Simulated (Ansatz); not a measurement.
Grey tin (α-Sn), relaxed in Ansatz (plane waves) with several semilocal functionals. Each gives its own volume and its own bulk modulus:

```json
[
 {"level": "PBEsol-D3(BJ)", "V0 (Å³/atom)": "33.834", "bulk modulus B0 (GPa)": "45.38", "ln V0": "3.5215", "ln B0": "3.8151"},
 {"level": "r²SCAN+rVV10", "V0 (Å³/atom)": "34.844", "bulk modulus B0 (GPa)": "45.24", "ln V0": "3.5509", "ln B0": "3.8120"},
 {"level": "PBEsol", "V0 (Å³/atom)": "34.945", "bulk modulus B0 (GPa)": "40.96", "ln V0": "3.5538", "ln B0": "3.7126"},
 {"level": "PBE-D4", "V0 (Å³/atom)": "35.335", "bulk modulus B0 (GPa)": "39.93", "ln V0": "3.5649", "ln B0": "3.6871"},
 {"level": "PBE-D3(BJ)", "V0 (Å³/atom)": "35.471", "bulk modulus B0 (GPa)": "38.73", "ln V0": "3.5687", "ln B0": "3.6566"},
 {"level": "rVV10", "V0 (Å³/atom)": "37.356", "bulk modulus B0 (GPa)": "35.18", "ln V0": "3.6205", "ln B0": "3.5605"}
]
```

Q: Fit a straight line to ln B0 against ln V0. What does it predict for r²SCAN-D4, whose volume is 35.016 Å³/atom?

A: With x = ln V0 and y = ln B0: means 3.56338 and 3.70732; Σ(Δx Δy) = -0.01456, Σ(Δx²) = 0.005295, so the slope is -2.75. At x = 3.5558 the line gives y = 3.70732 + (-2.75) × (3.5558 − 3.56338) = 3.7282, or 41.60 GPa. The run with r²SCAN-D4 gives 44.27 GPa, +6.4 % from the line. The rows used scatter about it by up to 7.3 %, while the largest value lies 29 % above the smallest.

Measured: 42.8 GPa (measured, 0 K value with the zero-point phonon effect removed; as tabulated in Mejia-Rodriguez and Trickey (2018), arXiv:1807.09216).

Ansatz's density-functional and Hartree–Fock values are scalar-relativistic unless marked +SOC, with PAW data made under PBE.

Ansatz is a first-principles code.
